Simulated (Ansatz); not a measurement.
`C#C/C=C/F` at its PBE0-D4/def2-TZVP geometry, where that method's forces vanish. The species carries charge 0 and has multiplicity 1.

```tsv
atom	x (Å)	y (Å)	z (Å)
C1	-0.802	1.398	-1.414
C2	-0.157	0.681	-0.696
C3	0.633	-0.147	0.133
C4	0.097	-0.986	1.011
F5	0.857	-1.757	1.782
H6	-1.378	2.030	-2.048
H7	1.714	-0.093	0.047
H8	-0.964	-1.124	1.183
```

Q: For each bond, give half the difference of the two atoms' forces along it (eV/Å; positive pushes the atoms apart) under PBE-D4, r2SCAN-D4, B3LYP-D4, ωB97M-V in def2-TZVPP. (Estimate.)

A: Ansatz gave: 
```
 bond  length (Å)  PBE-D4  r2SCAN-D4  B3LYP-D4  ωB97M-V
C1–C2       1.203    1.09       0.48     -0.01    -0.55
C1–H6       1.064   -0.41      -0.26     -0.10     0.10
C2–C3       1.413   -0.84      -0.41      0.07     0.74
C3–C4       1.328    0.44       0.27      0.01    -0.35
C3–H7       1.086    0.08      -0.04     -0.09    -0.19
C4–F5       1.329    0.44       0.26      0.41     0.39
C4–H8       1.084   -0.08      -0.17     -0.19    -0.10
```

B3LYP here is the variant with VWN-RPA as its local correlation; programs differ in this.
